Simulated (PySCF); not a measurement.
Bond stretch in SMILES C#C, singlet. The C1–H4 bond (C1 also carries C; H4 carries nothing else) is pulled apart rigidly from the PBE0/def2-TZVP optimised geometry.

- RCCSD = CCSD on RHF/6-31G, 2 core orbitals frozen run with PySCF
- CASSCF(2,2)/6-31G (PySCF)
- RKS-PBE0 = restricted PBE0/6-31G in PySCF 2.14.0
- UKS-PBE0 = unrestricted PBE0/6-31G (PySCF)
- RHF/6-31G (PySCF)

Energies are in kJ/mol, each relative to the lowest point of its own curve near equilibrium.

```json
[
 {"R / Å": "0.85", "RCCSD": "148.9", "CASSCF(2,2)": "146.5", "RKS-PBE0": "142.5", "UKS-PBE0": "142.5", "RHF": "134.2"},
 {"R / Å": "0.90", "RCCSD": "80.0", "CASSCF(2,2)": "78.1", "RKS-PBE0": "75.2", "UKS-PBE0": "75.2", "RHF": "68.5"},
 {"R / Å": "0.96", "RCCSD": "29.7", "CASSCF(2,2)": "28.6", "RKS-PBE0": "26.8", "UKS-PBE0": "26.8", "RHF": "22.3"},
 {"R / Å": "1.00", "RCCSD": "11.2", "CASSCF(2,2)": "10.5", "RKS-PBE0": "9.4", "UKS-PBE0": "9.4", "RHF": "6.6"},
 {"R / Å": "1.02", "RCCSD": "5.5", "CASSCF(2,2)": "5.0", "RKS-PBE0": "4.3", "UKS-PBE0": "4.3", "RHF": "2.4"},
 {"R / Å": "1.06", "RCCSD": "0.0", "CASSCF(2,2)": "0.0", "RKS-PBE0": "0.0", "UKS-PBE0": "0.0", "RHF": "0.0"},
 {"R / Å": "1.09", "RCCSD": "0.3", "CASSCF(2,2)": "0.6", "RKS-PBE0": "1.2", "UKS-PBE0": "1.2", "RHF": "2.6"},
 {"R / Å": "1.14", "RCCSD": "7.3", "CASSCF(2,2)": "8.2", "RKS-PBE0": "9.8", "UKS-PBE0": "9.8", "RHF": "(withheld)"},
 {"R / Å": "1.17", "RCCSD": "14.7", "CASSCF(2,2)": "15.9", "RKS-PBE0": "18.1", "UKS-PBE0": "18.1", "RHF": "23.7"},
 {"R / Å": "1.25", "RCCSD": "42.6", "CASSCF(2,2)": "44.8", "RKS-PBE0": "49.0", "UKS-PBE0": "49.0", "RHF": "58.9"},
 {"R / Å": "1.31", "RCCSD": "69.0", "CASSCF(2,2)": "71.8", "RKS-PBE0": "77.8", "UKS-PBE0": "77.8", "RHF": "(withheld)"},
 {"R / Å": "1.43", "RCCSD": "128.5", "CASSCF(2,2)": "132.6", "RKS-PBE0": "143.0", "UKS-PBE0": "143.0", "RHF": "163.4"},
 {"R / Å": "1.59", "RCCSD": "210.7", "CASSCF(2,2)": "215.9", "RKS-PBE0": "234.7", "UKS-PBE0": "234.7", "RHF": "265.2"},
 {"R / Å": "1.74", "RCCSD": "282.5", "CASSCF(2,2)": "288.1", "RKS-PBE0": "317.9", "UKS-PBE0": "317.9", "RHF": "358.6"},
 {"R / Å": "1.92", "RCCSD": "356.7", "CASSCF(2,2)": "361.6", "RKS-PBE0": "409.1", "UKS-PBE0": "409.1", "RHF": "463.3"},
 {"R / Å": "2.12", "RCCSD": "421.1", "CASSCF(2,2)": "423.8", "RKS-PBE0": "497.2", "UKS-PBE0": "483.4", "RHF": "567.6"},
 {"R / Å": "2.33", "RCCSD": "468.9", "CASSCF(2,2)": "468.4", "RKS-PBE0": "574.7", "UKS-PBE0": "525.8", "RHF": "663.2"},
 {"R / Å": "2.61", "RCCSD": "506.9", "CASSCF(2,2)": "502.2", "RKS-PBE0": "656.3", "UKS-PBE0": "553.8", "RHF": "769.6"},
 {"R / Å": "2.84", "RCCSD": "523.3", "CASSCF(2,2)": "515.9", "RKS-PBE0": "(withheld)", "UKS-PBE0": "564.7", "RHF": "(withheld)"},
 {"R / Å": "3.18", "RCCSD": "534.4", "CASSCF(2,2)": "524.7", "RKS-PBE0": "763.6", "UKS-PBE0": "571.9", "RHF": "(withheld)"},
 {"R / Å": "3.72", "RCCSD": "539.4", "CASSCF(2,2)": "528.4", "RKS-PBE0": "818.1", "UKS-PBE0": "575.3", "RHF": "(withheld)"}
]
```

### Question
Fill in the missing entries.

### Answer

- 1.14, RHF: 13.8
- 1.31, RHF: 91.1
- 2.84, RKS-PBE0: 707.7
- 2.84, RHF: 841.2
- 3.18, RHF: 925.4
- 3.72, RHF: 1018.4

The T1 diagnostic of CCSD on the restricted reference of RCCSD exceeds 0.045 at 2.61 to 3.72 Å. At the longest distance RKS-PBE0 leaves fractional charges on the fragments, a sign of delocalisation error or of the restricted form. The restricted form behind RKS-PBE0, RHF keeps the bonding electrons paired and can't separate into open-shell fragments. The unrestricted determinant behind UKS-PBE0 is spin-contaminated at 2.12 to 3.72 Å (<S²> up to 1.0, against 0.00 for a pure singlet).
